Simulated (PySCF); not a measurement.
Run record: geometry optimisation, `[H]/N=C/COC=O`.

Method: PBE0-D3(BJ)/def2-SVP geometry optimisation, gas phase (PySCF 2.14.0). Start geometry: GFN2-xTB. A driver script takes a list of jobs; this job's settings line and coordinates (Å) are shown.

Input:
```
{"job": {"xc": "PBE0", "basis": "def2-SVP", "d3": "d3bj", "grid": 1, "kind": "geom"}, "charge": 0, "multiplicity": 1}
N     -2.024961     0.378104     1.181323
C     -0.996413     0.480181     0.477098
C     -0.088653    -0.702290     0.309536
O      1.281061    -0.312714     0.212478
C      1.740087    -0.021267    -0.992887
O      1.130369    -0.059236    -2.019710
H     -2.613722     1.205841     1.230135
H     -0.672859     1.373895    -0.072732
H     -0.173848    -1.373737     1.164385
H     -0.377848    -1.228019    -0.610831
H      2.802212     0.261913    -0.904759
```

Output:
```
step   0  E = -321.90690421  max force = 0.013804
step   1  E = -321.90828347  max force = 0.002885
step   2  E = -321.90806831  max force = 0.007936
step   3  E = -321.90826570  max force = 0.002599
step   4  E = -321.90831356  max force = 0.000409
step   5  E = -321.90832515  max force = 0.000602
step   6  E = -321.90834861  max force = 0.000653
step   7  E = -321.90837668  max force = 0.000688
step   8  E = -321.90840712  max force = 0.000657
step   9  E = -321.90843208  max force = 0.000558
step  10  E = -321.90844460  max force = 0.000191
optimisation converged
```

Energies in Eh; «max force» is the largest Cartesian gradient component in Eh/bohr.

Question: How much energy does the optimisation release, in eV?

Answer: E(step 0) − E(last step) = 0.001540 Eh, which is 0.042 eV.

Question: At which steps does the energy rise by more than 1e-5 Eh?

Answer: At step 2 (+0.22 mEh).

In short: final energy -321.90844 Eh after 10 steps; dipole 0.99 D.

On Arm Neoverse V1, one thread, on a shared host, this took 42 s of wall time.
Labels such as C1 count atoms from 1, the log's own numbers from 0.
